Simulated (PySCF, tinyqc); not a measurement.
Worked calculation: LCCD on RHF in the sto-3g basis, frozen core, for LiH, spin multiplicity 1. The lowest restricted solution is unstable here: a spin-polarised one lies 0.0179 hartree lower (PySCF). Computed by tinyqc, a small Python program that keeps every step (integrals from PySCF). Settings: charge = 0, multiplicity = 1, basis = sto-3g, method = RHF, frozen orbitals = 1, energy threshold = 1e-10, iteration cap = 57, orthogonalisation = symmetric, start = atomic densities, DIIS depth = 6, amplitude equations = LCCD, DIIS depth for amplitudes = 0, cap on updates = 74. Command: `OMP_NUM_THREADS=1 python tinyqc.py 27198 27199 out.jsonl` (the two numbers bound the seeds that draw the settings). One thread of a shared host (Intel(R) Xeon(R) Processor @ 2.60GHz), about 0.2 s of CPU time with the checks. The early iterations of the SCF are left out here.

## One-electron integrals

Geometry (angstrom):
```
atom        x        y        z
Li    0.00000  0.00000  0.00000
H     0.00000  0.00000  2.38700
```

Basis sto-3g: exponents (1/bohr^2) and contraction coefficients of normalised primitives:
```
element  l (shell)  exponent  coefficient
Li           s (1)  16.11958      0.15433
Li           s (1)   2.93620      0.53533
Li           s (1)   0.79465      0.44463
Li           s (2)   0.63629     -0.09997
Li           s (2)   0.14786      0.39951
Li           s (2)   0.04809      0.70012
Li           p (3)   0.63629      0.15592
Li           p (3)   0.14786      0.60768
Li           p (3)   0.04809      0.39196
H            s (1)   3.42525      0.15433
H            s (1)   0.62391      0.53533
H            s (1)   0.16886      0.44463
```

Overlap, kinetic and nuclear-attraction integrals over the contracted functions; the nuclear repulsion is the sum of Za Zb / Rab.

nuclear repulsion = 0.6650740 hartree

overlap S, lower triangle:
```
          1Li 1s   1Li 2s  1Li 2px  1Li 2py  1Li 2pz    2H 1s
1Li 1s   1.00000
1Li 2s   0.24114  1.00000
1Li 2px  0.00000  0.00000  1.00000
1Li 2py  0.00000  0.00000  0.00000  1.00000
1Li 2pz  0.00000  0.00000  0.00000  0.00000  1.00000
2H 1s    0.01094  0.21798  0.00000  0.00000  0.32356  1.00000
```

kinetic energy T (hartree), lower triangle:
```
           1Li 1s   1Li 2s  1Li 2px  1Li 2py  1Li 2pz    2H 1s
1Li 1s    3.57679
1Li 2s   -0.02024  0.10216
1Li 2px   0.00000  0.00000  0.31968
1Li 2py   0.00000  0.00000  0.00000  0.31968
1Li 2pz   0.00000  0.00000  0.00000  0.00000  0.31968
2H 1s    -0.00538  0.00640  0.00000  0.00000  0.03433  0.76003
```

nuclear attraction V (hartree), lower triangle:
```
           1Li 1s    1Li 2s   1Li 2px   1Li 2py   1Li 2pz     2H 1s
1Li 1s   -8.20457
1Li 2s   -1.01780  -1.42292
1Li 2px   0.00000   0.00000  -1.39416
1Li 2py   0.00000   0.00000   0.00000  -1.39416
1Li 2pz  -0.00724  -0.07834   0.00000   0.00000  -1.45130
2H 1s    -0.04311  -0.32477   0.00000   0.00000  -0.48679  -1.89166
```

core Hamiltonian H = T + V (hartree), lower triangle:
```
           1Li 1s    1Li 2s   1Li 2px   1Li 2py   1Li 2pz     2H 1s
1Li 1s   -4.62779
1Li 2s   -1.03804  -1.32076
1Li 2px   0.00000   0.00000  -1.07448
1Li 2py   0.00000   0.00000   0.00000  -1.07448
1Li 2pz  -0.00724  -0.07834   0.00000   0.00000  -1.13162
2H 1s    -0.04849  -0.31837   0.00000   0.00000  -0.45246  -1.13163
```

## Two-electron integrals

Functions are numbered as in S; the eight-fold symmetry (ij|kl) = (ji|kl) = (kl|ij) leaves the list below.

Two-electron integrals (ij|kl) in chemists' order, unique and non-zero (hartree):
```
(11|11) 1.68040   (21|11) 0.26542   (21|21) 0.04994   (22|11) 0.39773
(22|21) 0.09286   (22|22) 0.29056   (31|31) 0.00898   (32|31) 0.01379
(32|32) 0.06418   (33|11) 0.39664   (33|21) 0.09288   (33|22) 0.29050
(33|33) 0.31295   (41|41) 0.00898   (42|41) 0.01379   (42|42) 0.06418
(43|43) 0.01687   (44|11) 0.39664   (44|21) 0.09288   (44|22) 0.29050
(44|33) 0.27921   (44|44) 0.31295   (51|51) 0.00898   (52|51) 0.01379
(52|52) 0.06418   (53|53) 0.01687   (54|54) 0.01687   (55|11) 0.39664
(55|21) 0.09288   (55|22) 0.29050   (55|33) 0.27921   (55|44) 0.27921
(55|55) 0.31295   (61|11) 0.01122   (61|21) 0.00215   (61|22) 0.00416
(61|33) 0.00411   (61|44) 0.00411   (61|51) 0.00030   (61|52) 0.00060
(61|55) 0.00428   (61|61) 0.00010   (62|11) 0.06090   (62|21) 0.01455
(62|22) 0.05317   (62|33) 0.04999   (62|44) 0.04999   (62|51) 0.00217
(62|52) 0.01691   (62|55) 0.05947   (62|61) 0.00078   (62|62) 0.02126
(63|31) 0.00073   (63|32) 0.00429   (63|53) 0.00210   (63|63) 0.00097
(64|41) 0.00073   (64|42) 0.00429   (64|54) 0.00210   (64|64) 0.00097
(65|11) 0.08657   (65|21) 0.02078   (65|22) 0.07749   (65|33) 0.07222
(65|44) 0.07222   (65|51) 0.00333   (65|52) 0.02622   (65|55) 0.08794
(65|61) 0.00113   (65|62) 0.03287   (65|65) 0.05101   (66|11) 0.22167
(66|21) 0.05344   (66|22) 0.21358   (66|33) 0.19668   (66|44) 0.19668
(66|51) 0.00722   (66|52) 0.07427   (66|55) 0.24717   (66|61) 0.00285
(66|62) 0.11500   (66|65) 0.18150   (66|66) 0.77461
```

## Orthogonalisation

S = U s U^T; symmetric (Loewdin) form X = U s^(-1/2) U^T, so that X^T S X = 1.

eigenvalues of S: 0.58480  0.80979  1.00000  1.00000  1.18207  1.42334

X, lower triangle:
```
           1Li 1s    1Li 2s  1Li 2px  1Li 2py   1Li 2pz    2H 1s
1Li 1s    1.02334
1Li 2s   -0.12851   1.04430
1Li 2px   0.00000   0.00000  1.00000
1Li 2py   0.00000   0.00000  0.00000  1.00000
1Li 2pz  -0.00479   0.03088  0.00000  0.00000   1.04430
2H 1s     0.01695  -0.12447  0.00000  0.00000  -0.17947  1.06494
```

## Iteration 9 (converged): orbitals

converged F (hartree), lower triangle:
```
           1Li 1s    1Li 2s  1Li 2px  1Li 2py   1Li 2pz     2H 1s
1Li 1s   -2.37096
1Li 2s   -0.64397  -0.20534
1Li 2px   0.00000   0.00000  0.15781
1Li 2py   0.00000   0.00000  0.00000  0.15781
1Li 2pz   0.01338  -0.05044  0.00000  0.00000   0.07475
2H 1s    -0.03022  -0.17456  0.00000  0.00000  -0.17414  -0.06505
```

Diagonalise F' = X^T F X, C = X C', fill 2 alpha and 2 beta electrons from the bottom; D = 2 C_occ C_occ^T. Each column has its largest component positive (the first on a tie).

F' = X^T F X (hartree), lower triangle:
```
          1         2        3        4         5        6
1  -2.31741
2  -0.36062  -0.04879
3   0.00000   0.00000  0.15781
4   0.00000   0.00000  0.00000  0.15781
5   0.01078  -0.00193  0.00000  0.00000   0.14314
6   0.02700  -0.17393  0.00000  0.00000  -0.20290  0.03691
```

orbital energies (hartree): MO1 -2.37339, MO2 -0.21792, MO3 0.06716, MO4 0.15781, MO5 0.15781, MO6 0.33799

coefficients C:
```
              MO1       MO2       MO3       MO4      MO5       MO6
1Li 1s    0.99156  -0.14866  -0.21677   0.00000  0.00000   0.10851
1Li 2s    0.03298   0.51922   0.80034   0.00000  0.00000  -0.46077
1Li 2px   0.00000   0.00000   0.00000  -0.10598  0.99437   0.00000
1Li 2py   0.00000   0.00000   0.00000   0.99437  0.10598   0.00000
1Li 2pz  -0.00426   0.31519  -0.57469   0.00000  0.00000  -0.83313
2H 1s    -0.00197   0.61820  -0.24316   0.00000  0.00000   0.86069
```

D after iteration 9, lower triangle:
```
           1Li 1s   1Li 2s  1Li 2px  1Li 2py  1Li 2pz    2H 1s
1Li 1s    2.01056
1Li 2s   -0.08896  0.54136
1Li 2px   0.00000  0.00000  0.00000
1Li 2py   0.00000  0.00000  0.00000  0.00000
1Li 2pz  -0.10216  0.32703  0.00000  0.00000  0.19873
2H 1s    -0.18771  0.64184  0.00000  0.00000  0.38972  0.76435
```

Within a degenerate level the vectors are fixed only up to a rotation; this is one choice.

## Convergence

Stop when the energy changes by less than 1e-10 hartree and every element of the error matrix X^T (F D S - S D F) X is below 3e-06.

Course of the cycle:
```
iteration  E (hartree)     change  largest element of the error matrix
1           -7.6186037          -                             8.84e-02
2           -7.7713581  -1.53e-01                             8.23e-02
3           -7.7804811  -9.12e-03                             4.68e-02
4           -7.7847143  -4.23e-03                             6.92e-03
5           -7.7849959  -2.82e-04                             1.64e-03
6           -7.7850042  -8.27e-06                             2.07e-04
7           -7.7850043  -7.30e-08                             1.66e-05
8           -7.7850043  -6.24e-10                             2.62e-07
9           -7.7850043  -2.11e-13                             2.07e-09
```

PySCF RHF in the same basis = -7.7850043 hartree

Converged in 9 iterations.

## Integrals over molecular orbitals

(pq|rs) = sum C_ip C_jq C_kr C_ls (ij|kl), one index at a time.

one-electron integrals over orbitals h = C^T H C (hartree), lower triangle:
```
          1         2         3         4         5         6
1  -4.61901
2   0.09576  -1.23975
3   0.15979   0.00378  -1.08132
4   0.00000   0.00000   0.00000  -1.07448
5   0.00000   0.00000   0.00000   0.00000  -1.07448
6  -0.05119   0.06186   0.01522   0.00000   0.00000  -1.02134
```

Two-electron integrals over orbitals (pq|rs), unique and non-zero (hartree); the lowest 1 orbital is frozen and left out:
```
(22|22) 0.43570    (32|22) -0.06622   (32|32) 0.02826    (33|22) 0.21228
(33|32) 0.01718    (33|33) 0.32159    (42|42) 0.02086    (43|42) 0.02117
(43|43) 0.04137    (44|22) 0.23513    (44|32) 0.01868    (44|33) 0.27749
(44|44) 0.31295    (52|52) 0.02086    (53|52) 0.02117    (53|53) 0.04137
(54|54) 0.01687    (55|22) 0.23513    (55|32) 0.01868    (55|33) 0.27749
(55|44) 0.27921    (55|55) 0.31295    (62|22) 0.10354    (62|32) -0.05151
(62|33) -0.01653   (62|44) -0.04272   (62|55) -0.04272   (62|62) 0.13221
(63|22) -0.06356   (63|32) 0.02373    (63|33) 0.03720    (63|44) 0.01148
(63|55) 0.01148    (63|62) -0.04394   (63|63) 0.03641    (64|42) -0.01755
(64|43) -0.01076   (64|64) 0.01850    (65|52) -0.01755   (65|53) -0.01076
(65|65) 0.01850    (66|22) 0.40450    (66|32) -0.05112   (66|33) 0.23972
(66|44) 0.25410    (66|55) 0.25410    (66|62) 0.08206    (66|63) -0.04737
(66|66) 0.39683
```

## LCCD: starting amplitudes

t_ij^ab = <ij||ab> / (e_i + e_j - e_a - e_b), whose energy is MP2.

Starting amplitudes (spin orbitals 1a, 1b, ...; amplitudes related by a flip of all spins are not repeated):
```
from      to         t
2a 2b  6a 6b  -0.11891
2a 2b  3a 6b   0.06125
2a 2b  3a 3b  -0.04957
2a 2b  5a 5b  -0.02776
2a 2b  4a 4b  -0.02776
```

correlation energy = -0.0245918 hartree

## LCCD: amplitude update 1

t_ij^ab D_ij^ab are set to the remaining terms of the spin-orbital equations, evaluated with the old amplitudes; for the doubles these are <ij||ab> + 1/2 <ab||ef> t_ij^ef + 1/2 <mn||ij> t_mn^ab + P(ij)P(ab) <mb||ej> t_im^ae, D the orbital-energy denominators (linear CCD).

Amplitudes after update 1 (spin orbitals 1a, 1b, ...; amplitudes related by a flip of all spins are not repeated):
```
from      to         t
2a 2b  6a 6b  -0.17521
2a 2b  3a 6b   0.09750
2a 2b  3a 3b  -0.06525
2a 2b  5a 5b  -0.02527
2a 2b  4a 4b  -0.02527
```

correlation energy = -0.0361078 hartree

## LCCD: amplitude update 2

As before.

Amplitudes after update 2 (spin orbitals 1a, 1b, ...; amplitudes related by a flip of all spins are not repeated):
```
from      to         t
2a 2b  6a 6b  -0.20300
2a 2b  3a 6b   0.11712
2a 2b  3a 3b  -0.07733
2a 2b  5a 5b  -0.02154
2a 2b  4a 4b  -0.02154
```

correlation energy = -0.0419899 hartree

## LCCD: amplitude update 3

As before.

Amplitudes after update 3 (spin orbitals 1a, 1b, ...; amplitudes related by a flip of all spins are not repeated):
```
from      to         t
2a 2b  6a 6b  -0.21675
2a 2b  3a 6b   0.12820
2a 2b  3a 3b  -0.08461
2a 2b  5a 5b  -0.01897
2a 2b  4a 4b  -0.01897
```

correlation energy = -0.0450476 hartree

## LCCD: convergence

E_corr = 1/4 sum <ij||ab> t_ij^ab; stop when the norm of the change is below 1e-8.

Course of the amplitude iterations:
```
update  correlation energy (hartree)  norm of the change
0                         -0.0245918                   -
1                         -0.0361078            1.56e-01
2                         -0.0419899            8.29e-02
3                         -0.0450476            4.48e-02
4                         -0.0466582            2.44e-02
5                         -0.0475133            1.34e-02
6                         -0.0479701            7.37e-03
7                         -0.0482154            4.08e-03
8                         -0.0483477            2.26e-03
9                         -0.0484194            1.25e-03
10                        -0.0484583            6.97e-04
11                        -0.0484796            3.88e-04
12                        -0.0484912            2.16e-04
13                        -0.0484976            1.20e-04
...                              ...                 ...
17                        -0.0485047            1.16e-05
18                        -0.0485050            6.44e-06
19                        -0.0485052            3.59e-06
20                        -0.0485053            2.00e-06
21                        -0.0485053            1.11e-06
22                        -0.0485054            6.20e-07
23                        -0.0485054            3.45e-07
24                        -0.0485054            1.92e-07
25                        -0.0485054            1.07e-07
26                        -0.0485054            5.96e-08
27                        -0.0485054            3.32e-08
28                        -0.0485054            1.85e-08
29                        -0.0485054            1.03e-08
30                        -0.0485054            5.72e-09
```

Converged amplitudes (spin orbitals 1a, 1b, ...; amplitudes related by a flip of all spins are not repeated):
```
from      to         t
2a 2b  6a 6b  -0.23060
2a 2b  3a 6b   0.14256
2a 2b  3a 3b  -0.09487
2a 2b  5a 5b  -0.01553
2a 2b  4a 4b  -0.01553
```

LCCD total energy = -7.8335097 hartree

Converged in 30 updates.
